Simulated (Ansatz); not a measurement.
# SiHCl₂ radical (SMILES Cl[SiH]Cl): a rigid scan of the angle Cl3–Si2–H4

Aim: the energy along the angle Cl3–Si2–H4, from CCSD(T) and from cheaper methods, relative to the minimum. No other atom is relaxed.

Program: Ansatz 0.2.0, Gaussian basis. Level of theory: single points in def2-TZVPP. These are calculated values, not measurements.

Levels: PBE-D4, r2SCAN-D4, PBE0-D4, B3LYP-D4, wB97M-V, Hartree-Fock, MP2, CCSD, CCSD(T). The scan takes 90.0, 94.5, 99.0, 103.5, 108.0, 112.5, 117.0, 121.5, 126.0°.

Cores are frozen in the correlated methods. Orbitals are unrestricted. B3LYP uses VWN-RPA correlation.

27 further runs of the same task are left out: 27 set aside as unsound or not needed.

## (1) The starting structure

SMILES `Cl[SiH]Cl`, 4 atoms, charge 0, spin multiplicity 2.

Atoms are counted from 1 here; the program's logs count them from 0.

Bond lengths: Cl1–Si2 2.021 Å, Si2–Cl3 2.021 Å, Si2–H4 1.452 Å. Angles: Cl1–Si2–Cl3 110.5°, Cl1–Si2–H4 109.8°, Cl3–Si2–H4 110.1°.

As a file:

```tsv
atom	x (Å)	y (Å)	z (Å)
Cl1	-1.6339	0.1660	0.8770
Si2	0.1892	-0.3751	0.1932
Cl3	0.2409	-0.2892	-1.8256
H4	1.2038	0.4983	0.7554
```

## (2) Relaxation at PBE0-D4

The input, relax/in.yaml:

```yaml
crystal:
  periodic: [false, false, false]
  atoms:
    - {symbol: Cl, position_ang: [-1.633880, 0.165990, 0.876950]}
    - {symbol: Si, position_ang: [0.189210, -0.375100, 0.193200]}
    - {symbol: Cl, position_ang: [0.240880, -0.289170, -1.825580]}
    - {symbol: H, position_ang: [1.203790, 0.498290, 0.755430]}
basis:
  gaussian: {orbitals: def2-TZVP}
magnetization: {spin_polarized: true, initial_magnetization: 1}
hamiltonian: {xc: pbe0, dispersion: d4}
relax: {f_tol: 0.005, max_steps: 200}
```

The command line of these runs was not kept.

Further steps of the session: Reference energies at the minimum; Cl3–Si2–H4 = 90.0°; Cl3–Si2–H4 = 94.5°; Cl3–Si2–H4 = 99.0°; Cl3–Si2–H4 = 103.5°; Cl3–Si2–H4 = 108.0°; Cl3–Si2–H4 = 112.5°; Cl3–Si2–H4 = 117.0°; Cl3–Si2–H4 = 121.5°; Cl3–Si2–H4 = 126.0°.

Q: Predict the outcome of this session. Wanted: highest point, CCSD(T); lowest point, CCSD(T); minimum along the scan, CCSD(T); RMS deviation from CCSD(T); largest T1 diagnostic.

The runs gave:

| quantity | value |
| --- | --- |
| highest point, CCSD(T) | 0.246 eV at 90.0° |
| lowest point, CCSD(T) | 0.000 eV at 108.0° |
| minimum along the scan, CCSD(T) | 108.1° |
| curvature there | 1.38 meV/deg² |
| RMS deviation from CCSD(T) | PBE-D4 0.015, r2SCAN-D4 0.006, PBE0-D4 0.007, B3LYP-D4 0.008, wB97M-V 0.008, Hartree-Fock 0.019, MP2 0.003, CCSD 0.003 eV |
| largest T1 diagnostic | 0.013 |

In words: A polynomial through the near points puts the CCSD(T) minimum 0.1° above the PBE0-D4 value. Curvature against CCSD(T): PBE-D4 -9 %, Hartree-Fock +13 %. The curve of CCSD lies nearest to CCSD(T), that of Hartree-Fock farthest.
